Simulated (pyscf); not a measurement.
Single points on ωB97X-D3(BJ)/def2-SVP structures (PySCF, gas phase).

### Question
H₃C–Al(F)–F (SMILES [CH3][Al]([F])[F]) + H₂C=CH₂ (SMILES C=C) → H₃C–CH₂–CH₂–Al(F)–F (SMILES CC[CH2][Al]([F])[F])
Surface: singlet. Broken: Al–C. Formed: C–C, Al–C. Give ΔE‡ and ΔE from ωB97M-D3(BJ)/def2-TZVP, relative to the separated reactants.

### Answer
ΔE‡ = 19.4 kcal/mol, ΔE = -22.4 kcal/mol. Zero-point energy shifts the barrier by +2.1 kcal/mol. It is an addition across a multiple bond or ene-type step, with an imaginary mode of 527i cm⁻¹. On the reactant side the descent ends in a bound adduct, 14.4 kcal/mol under the separated species and 30.5 kcal/mol under the saddle at ωB97X-D3(BJ)/def2-TZVP. At the saddle there is also a short Al–C contact that neither side keeps. At ωB97X-D3(BJ) the barrier from the zero used here is 16.1 kcal/mol. One saddle was located; it need not be the lowest between these sides.
